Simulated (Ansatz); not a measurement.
# AlBH (quartet): the correlation ladder at angle B1–Al2–H3 = 85.9°, 6-31G

Aim: climb from Hartree-Fock through coupled cluster and multireference methods for AlBH (quartet) at one geometry and basis, and see what each rung misses.

The runs use Ansatz 0.2.0, Gaussian basis; 6-31G, core rule «outside noble gas», up to 6 orbitals frozen.

To be run: UHF; CCSD(T) on ROHF; CCSD(T) on UHF; BCCD(T) on ROHF; CISD; CCSDT(Q) on ROHF; CCSDT(Q) on UHF; CCSDTQ on ROHF; CCSDTQ on UHF; CASSCF and MRCISD+Q, 5 electrons in 5 orbitals; CASSCF and NEVPT2, 5 electrons in 5 orbitals; CASSCF and MRCISD+Q, 7 electrons in 9 orbitals; CASSCF and NEVPT2, 7 electrons in 9 orbitals; Full CI.

10 further runs of the same task are left out: 1 for a mislabelled method, 8 that didn't finish, 1 set aside as unsound or not needed.

**1. The system**

The geometry derives from a PBE0/def2-TZVP stationary point (not a proven minimum). One angle is set to the value named; bond lengths are kept.

3 atoms, charge 0, spin multiplicity 4.

Atoms are counted from 1 here; the program's logs count them from 0.

Bond lengths: B1–Al2 1.937 Å, Al2–H3 1.577 Å. Angles: B1–Al2–H3 85.9°.

**2. UHF**

Contents of in.yaml:

```yaml
crystal:
  periodic: [false, false, false]
  atoms:
    - {symbol: B, position_ang: [0.992761, 0.000000, 0.979972]}
    - {symbol: Al, position_ang: [-0.425023, 0.000000, -0.339822]}
    - {symbol: H, position_ang: [0.729259, 0.000000, -1.414327]}
basis:
  gaussian: {orbitals: 6-31G}
magnetization: {spin_polarized: true, initial_magnetization: 3}
hamiltonian: {xc: hf}
output: {orbitals: {seedname: orbitals}}
```

The run is started by

```console
ansatz run in.yaml --threads 1 --pin off --events-out ev --progress --plain --max-ram 2393MiB
```

After this run come: CCSD(T) on ROHF; CCSD(T) on UHF; BCCD(T) on ROHF; CISD; CCSDT(Q) on ROHF; CCSDT(Q) on UHF; CCSDTQ on ROHF; CCSDTQ on UHF; CASSCF and MRCISD+Q, 5 electrons in 5 orbitals; CASSCF and NEVPT2, 5 electrons in 5 orbitals; CASSCF and MRCISD+Q, 7 electrons in 9 orbitals; CASSCF and NEVPT2, 7 electrons in 9 orbitals; Full CI.

Q: Predict the results of all the runs planned. Wanted: FCI below the RHF energy; RMP2 from FCI; UMP2 from FCI; RCCSD from FCI; RCCSD(T) from FCI; UCCSD(T) from FCI; RCCSDT(Q) from FCI; UCCSDT(Q) from FCI; NEVPT2 pair from FCI.

**Answer**, as computed:

| quantity | value |
| --- | --- |
| FCI below the RHF energy | -2.1421 eV |
| RMP2 from FCI | +18.34 kcal/mol |
| UMP2 from FCI | +17.83 kcal/mol |
| RCCSD from FCI | +2.28 kcal/mol |
| RCCSD(T) from FCI | +0.79 kcal/mol |
| UCCSD(T) from FCI | +0.77 kcal/mol |
| RCCSDT(Q) from FCI | +0.02 kcal/mol |
| UCCSDT(Q) from FCI | +0.01 kcal/mol |
| NEVPT2 pair from FCI | +16.23 kcal/mol |
| MRCISD+Q pair from FCI | +0.54 kcal/mol |
| NEVPT2 valence from FCI | +4.05 kcal/mol |
| levels within 1 kcal/mol (43 meV) | RCCSD(T), UCCSD(T), BCCD(T), RCCSDT, UCCSDT, RCCSDT(Q), UCCSDT(Q), RCCSDTQ, UCCSDTQ, MRCISD+Q pair, MRCISD valence, MRCISD+Q valence |
| T1 diagnostic | 0.050 |
| effectively unpaired electrons | 3.06 |

What this shows: RCCSD(T) misses by +0.79 kcal/mol, 1.6 % of the correlation energy. The occupations are near whole numbers, but T1 = 0.050 shows that the orbitals relax strongly. Of the multireference levels listed MRCISD+Q valence comes nearest in total energy (+0.18 kcal/mol), which doesn't show that its space is the better one. These misses are within one basis, not against nature; the frozen cores of restricted and unrestricted runs differ, which can shift their rows.
